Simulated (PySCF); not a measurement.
Gas-phase reaction: 3 CH₃SiH₂ = 2 SiH₄ + C₃H₄ (propyne) + SiH₃

Energies from PySCF, thermal terms from the rigid-rotor harmonic-oscillator model, ideal gas at 1 bar. † marks an energy on the PBE0/def2-TZVP geometry and frequencies; other levels use their own. MP2 freezes the core. 6-31G* has spherical d functions here. Open shells (unrestricted): CH₃SiH₂ (multiplicity 2), SiH₃ (multiplicity 2); the rest are closed-shell singlets. B3LYP is the form with VWN-RPA correlation. CH₃SiH₂: computed as isolated molecules; such fragments, hydroxides, amides, oligomers or adducts are transient or little studied in the gas. MP2 isn't extrapolated to the basis-set limit.

```json
[
 {"level": "B3LYP/6-31G*", "ΔH°(298 K), kJ": "26"},
 {"level": "BLYP/def2-TZVP†", "ΔH°(298 K), kJ": "?"},
 {"level": "HF/6-31G*", "ΔH°(298 K), kJ": "?"},
 {"level": "MP2/def2-TZVPP†", "ΔH°(298 K), kJ": "?"},
 {"level": "PBE/def2-TZVP†", "ΔH°(298 K), kJ": "52"},
 {"level": "PBE0/def2-QZVP†", "ΔH°(298 K), kJ": "69"},
 {"level": "PBE0/def2-SVP†", "ΔH°(298 K), kJ": "69"}
]
```

Question: What belongs in the gaps?

Answer: 
- BLYP/def2-TZVP†, ΔH°(298 K), kJ: -7
- HF/6-31G*, ΔH°(298 K), kJ: 56
- MP2/def2-TZVPP†, ΔH°(298 K), kJ: 22
